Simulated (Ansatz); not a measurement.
C$_{2}$F$_{2}$S (`FC1=C(F)S1`), relaxed with RKS PBE0-D4/def2-TZVP in the Gaussian-basis code of Ansatz from a PBE-D4/def2-SVP geometry. The force threshold is 0.005 eV/Å; the program also tests the step.

Charge 0, multiplicity 1.

Start:

```xyz
5

F     1.180    1.431   -0.553
C     0.499    0.378   -0.193
C    -0.598   -0.195    0.185
F    -1.864   -0.162    0.496
S     0.783   -1.451    0.065
```

| step | energy (eV) | largest force (eV/Å) | largest move (Å) |
| --- | --- | --- | --- |
| 1 | -18331.2705 | 1.169 | 0.000 |
| 2 | -18331.3174 | 0.628 | 0.019 |
| 3 | -18331.3272 | 0.029 | 0.019 |
| 4 | -18331.3272 | 0.011 | 0.001 |
| 5 | -18331.3273 | 0.004 | 0.002 |

End:

```xyz
5

F     1.167    1.410   -0.546
C     0.491    0.369   -0.190
C    -0.585   -0.194    0.182
F    -1.839   -0.164    0.490
S     0.766   -1.421    0.064
```

It took 17 s on 2 threads of an Arm Neoverse V1 on a shared host, with 0.31 GiB of host memory at the peak.
